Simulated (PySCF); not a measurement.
# Assigning NMR signals

Bonds (- single, = double, # triple, : aromatic): C1#C2 1.196 Å, C2-C3 1.453 Å, C3-C4 1.531 Å, C3-C5 1.531 Å. C1 carries H6; C3 carries H7; C4 carries H8, H9, H10; C5 carries H11, H12, H13.

PySCF calculation with B3LYP/pcJ-1 coupling constants (without the spin–dipole term), geometry from GFN2-xTB and shieldings: GIAO PBE0/pcSseg-1; non-relativistic Hamiltonian, rapidly exchanging positions averaged, a single conformation, gas phase.

Referencing at the same level of theory: 13C and 1H against TMS.

Question: Assign these signals to the numbered atoms. 13C{1H} NMR (computed): δ 94.6 (C), 74.6 (CH), 25.4 (CH3), 23.0 (CH).

Answer: 
94.6 → C2, alkyne carbon: sp carbons lie upfield of alkene carbons because the cylindrical π system leaves one tensor component strongly shielded
74.6 → C1, terminal alkyne carbon: the triple bond shields along its axis, which puts it between sp3 and sp2 carbons
25.4 → C4/C5, methyl carbon: saturated and bonded to C and H only
23.0 → C3, propargylic sp3 CH: a saturated carbon with 3 carbon neighbours and no heteroatom attached

Question: Assign these signals to the numbered atoms. 1H NMR (300 MHz, computed): δ 2.52 (sept of d, J = 7.3, 3.4 Hz, 1H), 1.47 (d, J = 3.4 Hz, 1H), 1.23 (d, J = 7.3 Hz, 6H).

Answer: 
2.52 → H7, hydrogen on a propargylic sp3 CH
1.47 → H6, hydrogen on a terminal alkyne carbon: it lies on the axis of the triple bond, in its shielding cone
1.23 → H8/H9/H10/H11/H12/H13, hydrogen on a methyl carbon

Splittings below 1 Hz are ignored in the labels, and close J values are merged. Unscaled 3J(H,H) at this level run about 10 % above measured values. Shifts are as computed. Against solution values, carbons near 30 ppm lie about +3 ppm off and those near 130 ppm about +5 ppm. Of 1211 compounds with measured shifts, 218 miss one by over three times the rms of a fit or turn the order of signals round; such compounds aren't used in these exercises.
